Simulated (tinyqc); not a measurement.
Inside a calculation. Method: Pariser-Parr-Pople SCF with singles CI, for the molecule c1cc[cH-]c1 (SMILES; centres numbered as the heavy atoms are written). One step of it, computed by the program tinyqc.

Question. Iteration 1: orbitals and new P. Diagonalise F (the basis is taken as orthonormal) and form P = 2 sum c c over the lowest orbitals.

F (eV), lower triangle:
```
,1C,2C,3C,4C,5C
1C,1.877934
2C,-4.914112,1.877806
3C,0.694040,-4.914841,1.878470
4C,0.694040,0.693948,-4.914489,1.878470
5C,-4.914112,0.693774,0.693948,-4.914841,1.877806
```

pi electrons, sum of z_r less the charge = 6

Give: orbital energies; P after iteration 1.

Answer.

orbital energies (eV): -6.5630  -2.2824  -2.2818  10.2582  10.2593

P after iteration 1, lower triangle:
```
,1C,2C,3C,4C,5C
1C,1.2000
2C,0.6472,1.2000
3C,-0.2472,0.6472,1.2000
4C,-0.2472,-0.2472,0.6472,1.2000
5C,0.6472,-0.2472,-0.2472,0.6472,1.2000
```
